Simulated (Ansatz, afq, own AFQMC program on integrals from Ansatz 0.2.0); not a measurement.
AFQMC on a folder of integrals that Ansatz 0.2.0 wrote.

```yaml
crystal:
  periodic: [false, false, false]
  atoms:
    - {symbol: Hf, position_ang: [0.000000, 0.000000, 0.000000]}
    - {symbol: Cl, position_ang: [0.000000, 0.000000, 2.304299]}
basis:
  gaussian: {orbitals: def2-SVP}
total_charge: 1
magnetization: {spin_polarized: true, initial_magnetization: 2}
correlation: {method: ccsd_t, electrons: outside_noble_gas, hamiltonian_folder: ham}
```

```sh
$ ansatz run in.yaml --threads 1 --pin off --events-out ev --progress --plain --max-ram 24576MiB --backend cuda --devices 0, --max-vram 18GiB
```

Options of the walk:

```
--method phaseless --trial cisd --walkers 4000 --populations 20 --least-time 60 --time-step 0.005 --steps-per-block 50 --equilibration-blocks 40 --max-blocks 4000 --target-error 0.00019 --factor-cut 1e-05 --start spin_pure --seed 7106 --release-times 0.24,0.6,1.2,2,3,4.2 --release-step 0.04 --release-every 3 --taylor-order 6
```

Times are imaginary, in 1/Eh. The walk had a cap of 181 s. With eight or more populations the least sampling time is a fifth of least-time, and the error comes from their spread. Core potentials past Kr, no spin–orbit coupling.

```
orbitals 41  electrons 6 4  factors 333 of 482
reference energy -506.59644416 Eh
CCSD correlation -0.17849983 Eh in 12 cycles, weight of the determinant in the CISD state 0.9150
energy of the start -506.774928 Eh
 block  time / (1/Eh)  mean weight  energy / Eh
     1     0.250  0.9999  -506.773612
     2     0.500  0.9999  -506.775179
     3     0.750  0.9998  -506.776684
     4     1.000  0.9999  -506.778020
     5     1.250  0.9999  -506.779065
     7     1.750  1.0000  -506.779717
     9     2.250  1.0000  -506.780551
    11     2.750  0.9999  -506.781181
    15     3.750  0.9998  -506.781838
    19     4.750  0.9999  -506.781594
    23     5.750  0.9998  -506.782073
    27     6.750  1.0000  -506.781758
    31     7.750  1.0000  -506.782338
    35     8.750  1.0002  -506.782051
    39     9.750  1.0001  -506.781943
    43    10.750  1.0002  -506.781700
    47    11.750  1.0001  -506.781412
    49    12.250  1.0001  -506.781265
    51    12.750  1.0000  -506.781790
    55    13.750  1.0001  -506.782639
    59    14.750  1.0001  -506.781280
    63    15.750  1.0000  -506.781335
    67    16.750  1.0000  -506.782191
    71    17.750  1.0001  -506.782324
    75    18.750  0.9998  -506.781450
    79    19.750  0.9999  -506.782870
    83    20.750  0.9997  -506.781814
    87    21.750  0.9999  -506.782512
    89    22.250  0.9992  -506.781901
error from the spread of 20 populations
released: time / (1/Eh)  energy / Eh  error  mean overlap
  0.24  -506.782305  0.000145  0.9968
  0.60  -506.782279  0.000101  0.9966
  1.20  -506.782192  0.000116  0.9965
  2.00  -506.782247  0.000133  0.9919
  3.00  -506.782189  0.000191  0.9859
  4.20  -506.782341  0.000395  0.9919
energy -506.782004 +/- 0.000146 Eh
(rows thinned)
```

Problem. Estimate how long the walk took on 1 × NVIDIA H100 80GB HBM3 with 2 threads of AMD EPYC 7R13 Processor (Zen 3), with other jobs on the host (the card was shared).

Solution. 41 s of wall time.

The run passed its tests (sampling time, drift between the halves within three errors, error under three times the target), which doesn't prove that it has relaxed.

Against this walk (error 4.0 meV) on the same determinant: CCSD(T) 21.9 meV higher, CCSDT(Q) 8.8 meV lower. The error is statistical and leaves out the bias of the constraint. Released to 3.00 1/Eh the energy moves by -5 ± 7 meV (both errors), within twice the noise.

Cautions: constraint bias not in the error; no spin-orbit coupling; outer-core shells of the metal frozen; another spin lies lower (by 93 meV).

CCSDT and higher add their correlation energy to the determinant of the CCSD(T) run, since their own runs factorise the integrals more tightly (a shift of under 2 meV). A walk keeps the symmetry of its determinant, which the program's search chose and which needn't be the lowest solution, so a lower state of the same spin and another symmetry isn't excluded.
